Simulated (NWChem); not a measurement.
Program: NWChem. System: C (+1), charge 1, spin multiplicity 2. Its SCF solution wasn't tested for a lower state. Level: ROCCSD(T)/6-31G* (spherical d), 1 core orbitals frozen.

Input file:

```
start mol
memory heap 100 mb stack 700 mb global 1900 mb
charge 1
geometry units angstroms nocenter noautoz
  C      0.000000     0.000000     0.000000
  symmetry group D2h
end
basis spherical
  * library 6-31g*
end
scf
  rohf
  nopen 1
  maxiter 100
  thresh 1e-7
  semidirect memsize 60000000 filesize 0
  # guess.movecs holds the orbitals of an unrestricted PBE0 run
  vectors input guess.movecs output mol.movecs
end
tce
  freeze core 1
  ccsd(t)
  2eorb
  2emet 13
  thresh 1e-6
  maxiter 100
  tilesize 24
end
task tce energy
```

Part of the output:

```
             Northwest Computational Chemistry Package (NWChem) 7.3.0
             --------------------------------------------------------

                                NWChem Input Module
                                -------------------

 Scaling coordinates for geometry "geometry" by  1.889725989
 (inverse scale =  0.529177249)

                             Geometry "geometry" -> ""
                             -------------------------

 Output coordinates in angstroms (scale by  1.889725989 to convert to a.u.)

  No.       Tag          Charge          X              Y              Z
 ---- ---------------- ---------- -------------- -------------- --------------
    1 C                    6.0000     0.00000000     0.00000000     0.00000000

 Effective nuclear repulsion energy (a.u.)       0.0000000000

            Nuclear Dipole moment (a.u.)
            ----------------------------
        X                 Y               Z
 ---------------- ---------------- ----------------
     0.0000000000     0.0000000000     0.0000000000

      Symmetry information
      --------------------

 Group name             D2h
 Group number             26
 Group order               8
 No. of unique centers     1

      Symmetry unique atoms

     1


 Summary of "ao basis" -> "" (spherical)
 ------------------------------------------------------------------------------
       Tag                 Description            Shells   Functions and Types
 ---------------- ------------------------------  ------  ---------------------
 *                           6-31g*                   on all atoms

 Summary of "ao basis" -> "ao basis" (spherical)
 ------------------------------------------------------------------------------
       Tag                 Description            Shells   Functions and Types
 ---------------- ------------------------------  ------  ---------------------
 C                           6-31g*                  6       14   3s2p1d

                                 NWChem SCF Module
                                 -----------------

  ao basis        = "ao basis"
[...]
            Alpha orbitals :    14
             Beta orbitals :    14
        Alpha frozen cores :     1
         Beta frozen cores :     1
     Alpha frozen virtuals :     0
      Beta frozen virtuals :     0
         Spin multiplicity : doublet
    Number of AO functions :    14
       Number of AO shells :     6
        Use of symmetry is : on
      Symmetry adaption is : on
         Schwarz screening : 0.10D-09

          Correlation Information
          -----------------------
          Calculation type : Coupled-cluster singles & doubles w/ perturbation
   Perturbative correction : (T)
            Max iterations :      100
        Residual threshold : 0.10D-05
     T(0) DIIS level shift : 0.00D+00
     L(0) DIIS level shift : 0.00D+00
     T(1) DIIS level shift : 0.00D+00
     L(1) DIIS level shift : 0.00D+00
     T(R) DIIS level shift : 0.00D+00
     T(I) DIIS level shift : 0.00D+00
   CC-T/L Amplitude update :  5-th order DIIS
                I/O scheme : Global Array Library
        L-threshold :  0.10D-05
        EOM-threshold :  0.10D-05
 no EOMCCSD initial starts read in
 TCE RESTART OPTIONS
 SLICE:      F
 D4D5:       F
 quantumc:   F
 qrotation:  F
 pwtce:      F
 qducc:      F
 nacto:                         0
 nrotv:                         0
 nrot:                          0

            Memory Information
            ------------------
          Available GA space size is     249036408 doubles
          Available MA space size is     104856108 doubles

 Maximum block size supplied by input
 Maximum block size        24 doubles

 tile_dim =      3

 -------------------------------------------------

 Global array virtual files algorithm will be used

 Parallel file system coherency ......... OK

 4-electron integrals stored in orbital form

 v2    file size   =              882
 4-index algorithm nr.  13 is used
 imaxsize =       30
 imaxsize ichop =        0


CCSD iterations
 ---------------------------------------------------------
 Iter          Residuum       Correlation     Cpu    Wall
 ---------------------------------------------------------
    1   0.0981287404990  -0.0483519245303     0.0     0.0
    2   0.0463582671064  -0.0616336910267     0.0     0.0
    3   0.0243450844354  -0.0662997829073     0.0     0.0
    4   0.0128177419122  -0.0684226399030     0.0     0.0
    5   0.0067333081072  -0.0694869079546     0.0     0.0
    6   0.0000286302639  -0.0706392791398     0.0     0.0
    7   0.0000073659072  -0.0706390491485     0.0     0.0
    8   0.0000029011051  -0.0706388767950     0.0     0.0
    9   0.0000011910053  -0.0706387913605     0.0     0.0
   10   0.0000005104596  -0.0706387451190     0.0     0.0
 -----------------------------------------------------------------
 Iterations converged
 CCSD correlation energy / hartree =        -0.070638745119006
 CCSD total energy / hartree       =       -37.353584492353356

 Singles contributions

 Doubles contributions
     4b1u (alpha)     4b1u (beta ) ---     2ag  (alpha)     2ag  (beta )       -0.1385455180
     5b2u (alpha)     5b2u (beta ) ---     2ag  (alpha)     2ag  (beta )       -0.1385455180
 CCSD(T)
 Using plain CCSD(T) code
             total no. of tasks          212
 total no. of tasks / no. procs          212
                         wl_min            1           1.0
                         wl_max           27           1.7
        thresh for no. of tasks          212

 CCSD[T]  correction energy / hartree =        -0.000787639270221
 CCSD[T] correlation energy / hartree =        -0.071426384389227
 CCSD[T] total energy / hartree       =       -37.354372131623578
 CCSD(T)  correction energy / hartree =        -0.000798759907371
 CCSD(T) correlation energy / hartree =        -0.071437505026376
 CCSD(T) total energy / hartree       =       -37.354383252260725

 Task  times  cpu:        0.4s     wall:        0.4s

 Total times  cpu:        0.4s     wall:        0.4s
```
